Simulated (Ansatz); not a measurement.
**NHO (triplet): from Hartree-Fock to the top rungs, def2-TZVPP**

One table from this session's results is given with a row withheld; the runs are named, their logs left out.

Method: def2-TZVPP, core rule «outside noble gas», up to 2 orbitals frozen; program: Ansatz 0.2.0, Gaussian basis.

Plan: UHF; ROHF; CCSD(T) on UHF.

2 further runs of the same task are left out: 2 set aside as unsound or not needed.

**What is computed**

The geometry is a PBE0/def2-TZVP stationary point (not a proven minimum).

3 atoms, charge 0, spin multiplicity 3.

Atoms are counted from 1 here; the program's logs count them from 0.

Bond lengths: N1–O2 1.310 Å, O2–H3 0.972 Å. Angles: N1–O2–H3 109.0°.

Set-up of the first run:

The input, in.yaml:

```yaml
crystal:
  periodic: [false, false, false]
  atoms:
    - {symbol: N, position_ang: [0.000000, -0.059009, 0.726911]}
    - {symbol: O, position_ang: [0.000000, 0.100344, -0.573400]}
    - {symbol: H, position_ang: [0.000000, -0.772778, -0.999631]}
basis:
  gaussian: {orbitals: def2-TZVPP}
magnetization: {spin_polarized: true, initial_magnetization: 2}
hamiltonian: {xc: hf}
output: {orbitals: {seedname: orbitals}}
```

Launch:

```sh
$ ansatz run in.yaml --threads 1 --pin off --events-out ev --progress --plain --max-ram 4096MiB --backend cpu
```

Among the steps run: UHF; ROHF; CCSD(T) on UHF.

One table of the session follows, with a row left open; its other results are not shown here.

| method | from UCCSD(T) (meV) |
| --- | --- |
| ROHF | ? |
| UHF | +11033.9 |
| UMP2 | +877.9 |
| UCCSD | +387.0 |
| UCCSD(T) | 0 |

**Question.** Estimate the row for ROHF.

As computed: from UCCSD(T) (meV): +11322.4. In the column «from UCCSD(T) (meV)» it is the highest.

With the free atoms at the same levels and basis (separate runs), the atomisation energy is 7.393 eV at UCCSD(T), 3.802 eV at ROHF.
